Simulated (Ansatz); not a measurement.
**CH4FSi: where a starting geometry ends**

The starting geometry of this gas-phase doublet is a saddle point at BLYP-D3(BJ)/def2-SVP, pushed by 0.25 Å along its imaginary mode; its bonds are those of `[CH2][SiH2]F`.

```xyz
7

C    -0.0853   -0.5210   -1.6496
F     1.0760   -3.1068   -1.3168
Si    0.9125   -1.6483   -0.5757
H    -0.6951   -0.9116   -2.5099
H    -0.1219    0.5815   -1.4593
H     0.2499   -1.9101    0.7483
H     2.2902   -1.0861   -0.3169
```

**Question.** Where would you expect an optimisation with BLYP-D3(BJ)/def2-SVP to take it?

**Answer.** It keeps its bonds, and is `[CH2][SiH2]F`.

The energy falls by 0.02 eV over 22 steps:

| step | E − E(last) (eV) |
| --- | --- |
| 1 | 0.018 |
| 3 | 0.003 |
| 6 | 0.003 |
| 8 | 0.002 |
| 10 | 0.001 |
| 13 | 0.001 |
| 15 | 0.000 |
| 17 | 0.000 |
| 20 | 0.000 |
| 22 | 0.000 |

Final geometry (Å):

```yaml
atoms:
  - { symbol: C, position_ang: [-0.0812, -0.5212, -1.6419] }
  - { symbol: F, position_ang: [1.2451, -3.0509, -1.3795] }
  - { symbol: Si, position_ang: [0.9159, -1.6561, -0.5682] }
  - { symbol: H, position_ang: [-0.9797, -0.8607, -2.1855] }
  - { symbol: H, position_ang: [0.1638, 0.5460, -1.7761] }
  - { symbol: H, position_ang: [0.1519, -2.0534, 0.6615] }
  - { symbol: H, position_ang: [2.2105, -1.0062, -0.1902] }
```

Frequencies at the end are all real (lowest 51 cm⁻¹). Open shells are spin-unrestricted. Run with Ansatz 0.2.0, 65 s on 1 thread of Arm Neoverse V1, with other jobs on the host.
